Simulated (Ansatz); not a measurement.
# Molecular dynamics of CH4OSi

Input file:

```yaml
crystal:
  periodic: [false, false, false]
  atoms:
    - { symbol: C, position_ang: [-0.480206, 0.710163, -0.230064] }
    - { symbol: O, position_ang: [-0.254747, -0.273454, 0.745926] }
    - { symbol: Si, position_ang: [0.687344, -1.579039, 1.208595] }
    - { symbol: H, position_ang: [-1.061864, 0.488938, -1.1547] }
    - { symbol: H, position_ang: [0.556668, 0.790054, -0.620669] }
    - { symbol: H, position_ang: [-0.934848, 1.695574, 0.090246] }
    - { symbol: H, position_ang: [1.904034, -1.380629, 0.238523] }
basis:
  gaussian: { orbitals: "6-31G*" }
hamiltonian:
  xc: blyp
  dispersion: d4
md:
  timestep: 1.0
  n_steps: 150
  ensemble: nve
  temperature: 700.0
  initial_velocities: maxwell_boltzmann
  seed: 105207
scf:
  lower_state_search: "off"
```

Run as:

```bash
$ ansatz run input.yaml --threads 1 --pin off --max-ram 2048MiB --backend cpu --events-out ev --progress --plain --runs-dir out
```

It goes on from the last frame of an earlier run, with new velocities.

Output, in part (step lines, the closing report, with atoms numbered from 0):

```
md step     0: t =     0.00 fs  T =   700.0 K  F+E_penalty+E_count = -11024.18132983 eV  E_kin = 0.452410 eV  conserved = -11023.72891984 eV  (17 SCF iters)
[... lines left out ...]
Total energy: -11024.40376316 eV, -405.1393656870 hartree
Atom 0 at    -0.296635     0.694496    -0.215667 Å, force     0.315730    -2.738361    -0.520644 eV/Å
Atom 1 at    -0.484614    -0.427933     0.766938 Å, force    -0.531279     1.764864     0.252365 eV/Å
Atom 2 at     0.727998    -1.483398     1.191367 Å, force    -0.172482    -0.420835     0.234483 eV/Å
Atom 3 at    -1.296624     0.894101    -0.612854 Å, force     0.017600     0.477118    -0.005095 eV/Å
Atom 4 at     0.357216     0.203053    -0.989756 Å, force    -0.455005     0.806455     0.018943 eV/Å
Atom 5 at     0.251858     1.545823     0.185521 Å, force    -0.237990     0.300857     0.479926 eV/Å
Atom 6 at     1.479930    -1.075216    -0.054549 Å, force     1.063426    -0.190098    -0.459978 eV/Å
Dipole moment:     0.073863     0.303611    -0.253477 e Å
```

The steps, from the saved trajectory:

```json
{"time (fs)": "0", "T (K)": "700", "potential energy less start (eV)": "0.000", "conserved less start (meV/atom)": "0.00"}
{"time (fs)": "5", "T (K)": "967", "potential energy less start (eV)": "-0.175", "conserved less start (meV/atom)": "-0.33"}
{"time (fs)": "10", "T (K)": "739", "potential energy less start (eV)": "-0.024", "conserved less start (meV/atom)": "0.21"}
{"time (fs)": "15", "T (K)": "799", "potential energy less start (eV)": "-0.064", "conserved less start (meV/atom)": "-0.08"}
{"time (fs)": "20", "T (K)": "916", "potential energy less start (eV)": "-0.140", "conserved less start (meV/atom)": "-0.14"}
{"time (fs)": "25", "T (K)": "792", "potential energy less start (eV)": "-0.060", "conserved less start (meV/atom)": "-0.11"}
{"time (fs)": "30", "T (K)": "709", "potential energy less start (eV)": "-0.005", "conserved less start (meV/atom)": "0.05"}
{"time (fs)": "35", "T (K)": "889", "potential energy less start (eV)": "-0.124", "conserved less start (meV/atom)": "-0.22"}
{"time (fs)": "40", "T (K)": "824", "potential energy less start (eV)": "-0.082", "conserved less start (meV/atom)": "-0.23"}
{"time (fs)": "45", "T (K)": "632", "potential energy less start (eV)": "0.044", "conserved less start (meV/atom)": "0.09"}
{"time (fs)": "50", "T (K)": "934", "potential energy less start (eV)": "-0.155", "conserved less start (meV/atom)": "-0.44"}
{"time (fs)": "55", "T (K)": "652", "potential energy less start (eV)": "0.032", "conserved less start (meV/atom)": "0.15"}
{"time (fs)": "60", "T (K)": "882", "potential energy less start (eV)": "-0.119", "conserved less start (meV/atom)": "-0.28"}
{"time (fs)": "65", "T (K)": "924", "potential energy less start (eV)": "-0.147", "conserved less start (meV/atom)": "-0.32"}
{"time (fs)": "70", "T (K)": "563", "potential energy less start (eV)": "0.091", "conserved less start (meV/atom)": "0.24"}
{"time (fs)": "75", "T (K)": "924", "potential energy less start (eV)": "-0.147", "conserved less start (meV/atom)": "-0.22"}
{"time (fs)": "80", "T (K)": "955", "potential energy less start (eV)": "-0.167", "conserved less start (meV/atom)": "-0.35"}
{"time (fs)": "85", "T (K)": "678", "potential energy less start (eV)": "0.012", "conserved less start (meV/atom)": "-0.28"}
{"time (fs)": "90", "T (K)": "646", "potential energy less start (eV)": "0.034", "conserved less start (meV/atom)": "-0.03"}
{"time (fs)": "95", "T (K)": "1006", "potential energy less start (eV)": "-0.202", "conserved less start (meV/atom)": "-0.62"}
{"time (fs)": "100", "T (K)": "521", "potential energy less start (eV)": "0.118", "conserved less start (meV/atom)": "0.25"}
{"time (fs)": "105", "T (K)": "739", "potential energy less start (eV)": "-0.027", "conserved less start (meV/atom)": "-0.28"}
{"time (fs)": "110", "T (K)": "628", "potential energy less start (eV)": "0.047", "conserved less start (meV/atom)": "0.08"}
{"time (fs)": "115", "T (K)": "576", "potential energy less start (eV)": "0.080", "conserved less start (meV/atom)": "0.04"}
{"time (fs)": "120", "T (K)": "793", "potential energy less start (eV)": "-0.061", "conserved less start (meV/atom)": "-0.18"}
{"time (fs)": "125", "T (K)": "718", "potential energy less start (eV)": "-0.013", "conserved less start (meV/atom)": "-0.21"}
{"time (fs)": "130", "T (K)": "732", "potential energy less start (eV)": "-0.022", "conserved less start (meV/atom)": "-0.15"}
{"time (fs)": "135", "T (K)": "966", "potential energy less start (eV)": "-0.174", "conserved less start (meV/atom)": "-0.25"}
{"time (fs)": "140", "T (K)": "824", "potential energy less start (eV)": "-0.081", "conserved less start (meV/atom)": "-0.16"}
{"time (fs)": "145", "T (K)": "743", "potential energy less start (eV)": "-0.029", "conserved less start (meV/atom)": "-0.16"}
{"time (fs)": "150", "T (K)": "1035", "potential energy less start (eV)": "-0.222", "conserved less start (meV/atom)": "-0.81"}
```

All steps were run. The conserved energy stayed within 0.81 meV per atom of its start (net change -0.81 meV per atom), so the integration is sound. A run of 0.15 ps of so small a system gives no equilibrium averages.

The same pairs are bonded in the first frame and the last. Pairs count as bonded within 1.25 times the sum of covalent radii (0.12 Å more for H–H).

Last frame:

```xyz
7
Properties=species:S:1:pos:R:3
C -0.297 0.695 -0.216
O -0.485 -0.428 0.767
Si 0.728 -1.483 1.191
H -1.297 0.894 -0.613
H 0.357 0.203 -0.990
H 0.252 1.546 0.185
H 1.480 -1.075 -0.054
```

The run took 3.4 min on 1 thread of Arm Neoverse N1 (shared host), peak memory 0.084 GiB.
